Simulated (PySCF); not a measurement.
Phosphaethyne, CHP.
Bonds: C1–P2 (triple). Hydrogens: H3 on C1.

The same species was optimised twice, with GFN2-xTB and with PBE0-D3(BJ)/def2-SVP (PySCF), and the same property calculations (PySCF, gas phase) were run on both structures.

| coordinate | GFN2-xTB | PBE0-D3(BJ)/def2-SVP | change |
| --- | --- | --- | --- |
| C1–H3 (Å) | 1.056 | 1.084 | +0.028 |
| C1≡P2 (Å) | 1.547 | 1.540 | -0.007 |
| P2–C1–H3 (°) | 180.0 | 180.0 | 0.0 |

Rotational constants: B = 19949 MHz (linear) (GFN2-xTB) against B = 20005 MHz (linear) (PBE0-D3(BJ)/def2-SVP). Point groups within 0.08 Å: C∞v and C∞v.

On the GFN2-xTB structure: HOMO (eV) -8.17 [PBE0/pcSseg-1]; LUMO (eV) -1.41 [PBE0/pcSseg-1]; dipole (D) 0.45 [PBE0/pcSseg-1]; GIAO shielding of C1 (ppm) 13.6 [PBE0/pcSseg-1]; GIAO shielding of P2 (ppm) 316.9 [PBE0/pcSseg-1].

Question: What do these properties become on the PBE0-D3(BJ)/def2-SVP structure?

Answer: 
```tsv
property	level	on GFN2-xTB	on PBE0-D3(BJ)/def2-SVP	change
HOMO (eV)	PBE0/pcSseg-1	-8.17	-8.19	-0.02
LUMO (eV)	PBE0/pcSseg-1	-1.41	-1.38	+0.03
dipole (D)	PBE0/pcSseg-1	0.45	0.47	+0.02
energy, GFN2-xTB geometry as zero (kcal/mol)	PBE0/pcSseg-1	0.0	-0.2	-0.2
GIAO shielding of C1 (ppm)	PBE0/pcSseg-1	13.6	15.6	+2.0
GIAO shielding of P2 (ppm)	PBE0/pcSseg-1	316.9	320.5	+3.6
```

The heavy atoms differ by 0.003 Å rms after alignment. Among all bonds C1–H3 changes most (+0.028 Å). Changes are differences of the printed values. Neither structure is proved a minimum here.
